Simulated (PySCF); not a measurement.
## How methods differ on the ionisation energy of Ne

Ne [Ne] (1S) → Ne⁺ [He] 2s2 2p5 (2P), as a difference of total energies. Computed with PySCF 2.14 in def2-TZVP, with no relativity, point nucleus. Correlated levels: valence: 1s2 frozen. The calculations carry no spin-orbit coupling.

```csv
method,ionisation energy (eV),error (eV)
UHF,19.673,-1.924
TPSS,21.448,-0.149
B3LYP,21.682,+0.085
MP2 (valence),21.534,-0.063
SCS-MP2 (valence),21.388,-0.209
CCSD (valence),21.274,-0.323
CCSD(T) (valence),21.321,-0.276
```

Reference: 21.597 eV (measured; NIST levels, between the centres of gravity of the two terms).

Errors of the correlated levels include the incompleteness of this basis and the frozen core.
